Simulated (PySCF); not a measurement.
**BHCl2 (SMILES [H]B(Cl)Cl) at 6 levels**

Wanted: a comparison of 6 runs (B2PLYP/STO-3G, B3LYP/STO-3G, wB97X-V/STO-3G, CCSDT(Q)/STO-3G, CCSDT/STO-3G, CCSDTQ/STO-3G) of BHCl2. 

The results are computed with PySCF 2.14.0.

2 further runs of the same task are left out: 2 set aside as unsound or not needed.

### 1 The system as given

BHCl2: 4 atoms, total charge 0, spin state singlet. As SMILES, `[H]B(Cl)Cl`. The coordinates come from a GFN2-xTB relaxation.

Bond lengths: B1–Cl2 1.701 Å, B1–Cl3 1.702 Å, B1–H4 1.173 Å. Angles: Cl2–B1–Cl3 120.2°, Cl2–B1–H4 119.9°, Cl3–B1–H4 119.9°.

### 2 The energy at B2PLYP/STO-3G (run 1)

File input.py:

```python
from pyscf import gto, dft, mp

mol = gto.M(
    atom='B -0.067270 -0.112350 0.001160; Cl 1.633390 -0.145760 0.012580; Cl -0.893540 1.375320 -0.017490; H -0.672580 -1.117210 0.003750',
    spin=0,
    charge=0,
    verbose=4,
    basis='sto-3g',
    max_memory=1860,
)

mf = dft.RKS(mol)
mf.xc = '0.53*HF + 0.47*B88, 0.73*LYP'
mf.grids.level = 5
mf.conv_tol = 1e-10
mf.kernel()
if not mf.converged:
    mf = mf.newton().run(mf.mo_coeff, mf.mo_occ)

pt = mp.MP2(mf, frozen=11).run()
e_final = mf.e_tot + 0.27 * pt.e_corr
print('PT2 part  %.8f' % (0.27 * pt.e_corr))
print('E(%s) = %.9f' % ('B2PLYP', e_final))
```

Launch:

```console
$ OMP_NUM_THREADS=1 python input.py
```

What it wrote:

```text
PySCF version 2.14.0

[INPUT] num. atoms = 4
[INPUT] num. electrons = 40
[INPUT] charge = 0
[INPUT] spin (= nelec alpha-beta = 2S) = 0
[INPUT] symmetry False subgroup None
[INPUT] Mole.unit = angstrom
[INPUT] Symbol           X                Y                Z      unit          X                Y                Z       unit  Magmom
[INPUT]  1 B     -0.067270000000  -0.112350000000   0.001160000000 AA   -0.127121876399  -0.212310730095   0.002192082304 Bohr   0.0
[INPUT]  2 Cl     1.633390000000  -0.145760000000   0.012580000000 AA    3.086659754603  -0.275446479917   0.023772754647 Bohr   0.0
[INPUT]  3 Cl    -0.893540000000   1.375320000000  -0.017490000000 AA   -1.688545881344   2.598978133637  -0.033051309919 Bohr   0.0
[INPUT]  4 H     -0.672580000000  -1.117210000000   0.003750000000 AA   -1.270991996860  -2.111220923625   0.007086472967 Bohr   0.0

nuclear repulsion = 114.167853253251
number of shells = 14
number of NR pGTOs = 72
number of NR cGTOs = 24
basis = sto-3g
ecp = {}

******** <class 'pyscf.dft.rks.RKS'> ********
method = RKS
initial guess = minao
damping factor = 0
level_shift factor = 0
DIIS = <class 'pyscf.scf.diis.CDIIS'>
diis_start_cycle = 1
diis_space = 8
diis_damp = 0
SCF conv_tol = 1e-10
SCF conv_tol_grad = None
SCF max_cycles = 50
direct_scf = True
direct_scf_tol = 1e-13
XC library pyscf.dft.libxc version 7.0.0
    S. Lehtola, C. Steigemann, M. J.T. Oliveira, and M. A.L. Marques.,  SoftwareX 7, 1–5 (2018)
XC functionals = 0.53*HF + 0.47*B88, 0.73*LYP
    A. D. Becke.,  Phys. Rev. A 38, 3098 (1988)
    C. Lee, W. Yang, and R. G. Parr.,  Phys. Rev. B 37, 785 (1988)
    B. Miehlich, A. Savin, H. Stoll, and H. Preuss.,  Chem. Phys. Lett. 157, 200 (1989)
radial grids:
    Treutler-Ahlrichs [JCP 102, 346 (1995); DOI:10.1063/1.469408] (M4) radial grids

becke partition: Becke, JCP 88, 2547 (1988); DOI:10.1063/1.454033
pruning grids: <function nwchem_prune>
grids dens level: 5
symmetrized grids: False
atomic radii adjust function: <function treutler_atomic_radii_adjust>
small_rho_cutoff = 0
Set gradient conv threshold to 1e-05
Initial guess from minao.
tot grids = 152800
init E= -934.928002624737
  HOMO = -0.377927954219397  LUMO = 0.0309670294737768  gap/eV = 11.12660
cycle= 1 E= -935.125029189668  delta_E= -0.197  |g|= 0.37  |ddm|= 2.42
  HOMO = -0.318692516880278  LUMO = -0.00391581398533869  gap/eV = 8.56551
cycle= 2 E= -935.16075148936  delta_E= -0.0357  |g|= 0.27  |ddm|= 1.12
  HOMO = -0.336658464569549  LUMO = 0.0761095551355154  gap/eV = 11.23199
cycle= 3 E= -935.18797191663  delta_E= -0.0272  |g|= 0.00979  |ddm|= 0.442
  HOMO = -0.337200383882744  LUMO = 0.0782784359546119  gap/eV = 11.30575
cycle= 4 E= -935.188036074641  delta_E= -6.42e-05  |g|= 0.000687  |ddm|= 0.0298
  HOMO = -0.337099171372753  LUMO = 0.0779167721519225  gap/eV = 11.29316
cycle= 5 E= -935.188036460838  delta_E= -3.86e-07  |g|= 0.000187  |ddm|= 0.00216
  HOMO = -0.337089373868326  LUMO = 0.0779020188204174  gap/eV = 11.29249
cycle= 6 E= -935.188036490184  delta_E= -2.93e-08  |g|= 1.52e-05  |ddm|= 0.000693
  HOMO = -0.337088342665156  LUMO = 0.077903911847667  gap/eV = 11.29251
cycle= 7 E= -935.18803649035  delta_E= -1.66e-10  |g|= 1.31e-06  |ddm|= 4.6e-05
  HOMO = -0.337088297314095  LUMO = 0.0779030605829225  gap/eV = 11.29249
cycle= 8 E= -935.188036490351  delta_E= -1.14e-12  |g|= 5.09e-08  |ddm|= 4.78e-06
  HOMO = -0.33708828630139  LUMO = 0.0779030807841408  gap/eV = 11.29249
Extra cycle  E= -935.188036490352  delta_E= -1.14e-12  |g|= 1.2e-08  |ddm|= 1.63e-07
converged SCF energy = -935.188036490352

******** <class 'pyscf.mp.mp2.RMP2'> ********
nocc = 9, nmo = 13
frozen orbitals 11
E(RMP2) = -935.260755591243  E_corr = -0.0727191008905535
E(SCS-RMP2) = -935.263360050043  E_corr = -0.0753235596908169
E_corr(same-spin) = -0.0137761862052084
E_corr(oppo-spin) = -0.0589429146853451
PT2 part  -0.01963416
E(B2PLYP) = -935.207670648
```

It took 3.3 s on 1 thread of Arm Neoverse V1, shared host; peak memory 0.22 GiB.

### 3 A single-point energy at B3LYP/STO-3G (run 2)

File run.py:

```python
from pyscf import gto, dft

molecule = gto.M(
    atom='B -0.067270 -0.112350 0.001160; Cl 1.633390 -0.145760 0.012580; Cl -0.893540 1.375320 -0.017490; H -0.672580 -1.117210 0.003750',
    basis='sto-3g',
    spin=0,
    charge=0,
    verbose=3,
    max_memory=1860,
)

mf = dft.RKS(molecule, xc='b3lyp')
mf.conv_tol = 1e-10
mf.grids.level = 5
mf.kernel()
if not mf.converged:
    mf = mf.newton().run(mf.mo_coeff, mf.mo_occ)

etot = mf.e_tot
print(f'total energy: {etot:.8f} hartree')
```

Launch:

```console
$ OMP_NUM_THREADS=1 python run.py
```

What it wrote:

```text
converged SCF energy = -935.572576417246
total energy: -935.57257642 hartree
```

Wall time 2.9 s (1 thread of Arm Neoverse V1, shared host); peak memory 0.22 GiB.

Run 3 isn't shown in full; the table further down has it.

### 4 A single-point energy at CCSDT(Q)/STO-3G (run 4)

File start.xyz:

```xyz
4

B     -0.067270    -0.112350     0.001160
Cl     1.633390    -0.145760     0.012580
Cl    -0.893540     1.375320    -0.017490
H     -0.672580    -1.117210     0.003750
```

File input.py:

```python
# BCl2H
from pyscf import gto, scf, cc

mol = gto.M(
    atom='start.xyz',
    verbose=3,
    max_memory=1860,
    basis='sto-3g',
)

mf = scf.RHF(mol)
mf.conv_tol = 1e-10
mf.kernel()
if not mf.converged:
    mf = mf.newton().run(mf.mo_coeff, mf.mo_occ)

mycc = cc.CCSDT(mf, frozen=11)
mycc.kernel()
e_bracket, e_q = mycc.ccsdt_q()
energy = mycc.e_tot + e_q
print('E(%s) = %.9f' % ('CCSDT(Q)', energy))
```

Launch:

```console
$ OMP_NUM_THREADS=1 python input.py
```

What it wrote:

```text
converged SCF energy = -934.177968673401
_make_eris_incore_RCCSDT

WARN: A large `blksize` is being used, which may cause large memory consumption
      for storing contraction intermediates. If memory is sufficient, consider using
      `pyscf.cc.rccsdt_highm.RCCSDT` instead.

RCCSDT converged
E(RCCSDT) = -934.2461085763272   E_corr = -0.06813990292586423
E_corr(same-spin) = -0.0107381155271127
E_corr(oppo-spin) = -0.0574017873987515
_make_eris_incore_RCCSDT
E(CCSDT(Q)) = -934.246040231
```

It took 2.7 s on 1 thread of Arm Neoverse V1, shared host; peak memory 0.1 GiB.

Run 5 isn't shown in full; the table further down has it.

### 5 A single-point energy at CCSDTQ/STO-3G (run 6)

File run.py:

```python
# BCl2H
from pyscf import gto, cc

mol = gto.Mole()
mol.atom = [
    ('B', (-0.067270, -0.112350, 0.001160)),
    ('Cl', (1.633390, -0.145760, 0.012580)),
    ('Cl', (-0.893540, 1.375320, -0.017490)),
    ('H', (-0.672580, -1.117210, 0.003750)),
]
mol.max_memory = 1860
mol.verbose = 3
mol.charge = 0
mol.spin = 0
mol.basis = 'sto-3g'
mol.build()

myscf = mol.RHF()
myscf.conv_tol = 1e-10
myscf.kernel()
if not myscf.converged:
    myscf = myscf.newton().run(myscf.mo_coeff, myscf.mo_occ)

mycc = cc.CCSDTQ(myscf, frozen=11)
mycc.kernel()
energy = mycc.e_tot
print('Final energy', energy)
```

Launch:

```console
$ OMP_NUM_THREADS=1 python run.py
```

What it wrote:

```text
converged SCF energy = -934.177968673401
_make_eris_incore_RCCSDTQ
RCCSDTQ converged
E(RCCSDTQ) = -934.2460151613741   E_corr = -0.06804648797276677
E_corr(same-spin) = -0.0107318894708782
E_corr(oppo-spin) = -0.0573145985018886
Final energy -934.2460151613741
```

Wall time 16 s (1 thread of Arm Neoverse V1, shared host); peak memory 0.14 GiB.

### 6 All runs side by side

```
run            level  frozen core orbitals  nlc grid  energy (Eh)  dipole moment (D) of the reference  HOMO energy (eV)  LUMO energy (eV)  wall time
  1    B2PLYP/STO-3G                    11         –  -935.207671                                0.95             -9.17              2.12      3.3 s
  2     B3LYP/STO-3G                     –         –  -935.572576                                0.73             -7.60              0.21      2.9 s
  3   wB97X-V/STO-3G                     –         1  -935.486720                                0.89            -10.36              2.85       16 s
  4  CCSDT(Q)/STO-3G                    11         –  -934.246040                                1.20            -11.34              5.07      2.7 s
  5     CCSDT/STO-3G                    11         –  -934.246109                                1.20            -11.34              5.07      1.4 s
  6    CCSDTQ/STO-3G                    11         –  -934.246015                                1.20            -11.34              5.07       16 s
```

### 7 Outcome

| quantity | value |
| --- | --- |
| run 6: total energy | -934.24602 Eh |
| run 6: dipole moment (Hartree–Fock density) | 1.20 D |
| run 6: HOMO energy (Hartree–Fock orbitals) | -11.34 eV |
| run 6: LUMO energy (Hartree–Fock orbitals) | 5.07 eV |
| run 6: HOMO–LUMO gap (Hartree–Fock orbitals) | 16.41 eV |
| run 6: correlation energy (11 core orbitals frozen) | -68.0 mEh |
| run 6: T1 diagnostic | 0.012 |

Over runs 1, 2, 3 the dipole moment (its size) runs from 0.73 D (B3LYP/STO-3G) to 0.95 D (B2PLYP/STO-3G). A double hybrid's value is that of its SCF part. Over runs 1, 2, 3 the HOMO–LUMO gap runs from 7.81 eV (B3LYP/STO-3G) to 13.21 eV (wB97X-V/STO-3G). Totals of different functionals can't be ranked against each other. In runs 1, 2, 3, 4, 5, 6 the basis is minimal, so the values are rough. All runs together took 43 s, the longest 16 s.
